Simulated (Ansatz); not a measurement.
Which is lower?

Two relaxed structures of CH$_{4}$NSi (charge -1), closed shell (PBE0-D4/def2-TZVPD; forces vanish, vibrations not checked).

A:

```
7
angstrom
C -1.0755 0.4142 -0.6978
Si 0.2941 -0.0129 0.2696
N 1.2921 -1.3117 0.1992
H -1.4643 -0.1704 -1.5264
H -1.6064 1.3370 -0.4784
H 0.5373 1.0444 1.3310
H 2.0226 -1.3006 0.9028
```

B:

```tsv
atom	x (Å)	y (Å)	z (Å)
C1	-0.9875	0.2249	-0.8385
Si2	-0.0345	-0.3753	0.7480
N3	1.3668	-0.9945	0.1072
H4	-1.9486	-0.2986	-0.9316
H5	-1.2197	1.2962	-0.7709
H6	-0.3843	0.0384	-1.7352
H7	1.9660	-1.3533	0.8501
```

Computed with Ansatz 0.2.0 (basis: def2-TZVPPD); correlated methods freeze the cores. B3LYP uses VWN-RPA correlation.

Q: Which structure is lower at CCSD(T), and by how much? (Judge from chemistry; the value comes from the calculation.)

A: By the calculation: B, by 0.406 eV (electronic energy, against the other). By their contacts, A is CH₄NSi ([CH2][SiH][NH]), total charge -1 and B is CH₄NSi ([CH3][Si][NH]), total charge -1.

All methods give the same order:

```csv
method,E(B) − E(A) (eV)
PBE-D4,-0.381
r2SCAN-D4,-0.280
PBE0-D4,-0.356
B3LYP-D4,-0.341
wB97M-V,-0.385
HF,-0.327
MP2,-0.322
CCSD,-0.395
CCSD(T),-0.406
```

No T1 diagnostic of these runs exceeds 0.018.

Labels in which every atom is bracketed show which atoms are joined, not bond orders.

For scale, one of the runs: CCSD(T)/def2-TZVPPD, 190 basis functions, launched by `ansatz run in.yaml --threads 2 --pin off --events-out ev --progress --plain --max-ram 4352MiB`. The run took 28 s on 2 CPU threads of an Intel Xeon Platinum 8259CL (shared host), with 2 GiB of host memory at its peak.
